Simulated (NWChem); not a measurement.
Polarisability of hydrogen isocyanide (CHN)

```xyz
3

C      0.0000     0.0000     0.7490
N      0.0000     0.0000    -0.4352
H      0.0000     0.0000    -1.4477
```
Charge 0, spin multiplicity 1.

Everything below was run with NWChem. The geometry was optimised at PBE/def2-SVP, a minimum by its harmonic frequencies.

Basis set: Sadlej pVTZ. Static limit.

| method | isotropic polarisability (bohr³) | difference from CCSD linear response |
|---|---|---|
| HF | 17.68 | -1.06 |
| B3LYP | 18.89 | +0.15 |
| PBE | 19.40 | +0.66 |
| LDA (SVWN5) | 19.51 | +0.78 |
| CCSD linear response | 18.74 | 0.00 |

The values span 1.83 bohr³, from HF (lowest) to LDA (SVWN5) (highest). 

The correlated methods keep 2 core orbitals frozen. B3LYP has NWChem's definition, with VWN1-RPA local correlation. No row is a measurement; the coupled-cluster row has its own basis-set and correlation limits.
